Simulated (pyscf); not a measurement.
Elementary routes open to •O–SiH₂–OH (SMILES [O][SiH2]O) in the gas phase (doublet surface):
A. HO–SiH•–OH (SMILES O[SiH]O) (H–Si broken; H–O formed)
B. [O=SiH]• (SMILES O=[SiH]) + H₂O (SMILES O) (H–Si, O–Si broken; H–O formed)

Structures and frequencies: ωB97X-D3(BJ)/def2-SVP in PySCF. Correlated levels are frozen-core, on RHF or UHF. ΔMP2 is the change of the MP2 total energy from the triple- to the quadruple-zeta basis.

**Question.** Rank the routes by free-energy barrier at 1200 K, lowest first, for CCSD(T)/def2-TZVPP + ΔMP2(QZVPP) energies (ideal gas, 1 atm, RRHO with modes under 100 cm⁻¹ raised to 100, one conformer, R ln 2 for chiral ones without a mode under 150 cm⁻¹).

**Answer.** A (16.5 kcal/mol), B (43.7 kcal/mol)

Route A is the fastest of these, ahead of the next by 27.3 kcal/mol. The most stable products are those of A (ΔG = -26.4 kcal/mol), so kinetics and thermodynamics agree. At 298 K A is still the fastest. B: On the product side the descent ends in an adduct with a O–Si contact, 17.2 kcal/mol under the separated species and 23.0 kcal/mol under the saddle at ωB97X-D3(BJ)/def2-TZVP. Only these routes are compared; each barrier is that of the saddle found, and lower ones may exist. The CCSD(T) − MP2 part came from Ansatz, without density fitting, on the same reference.
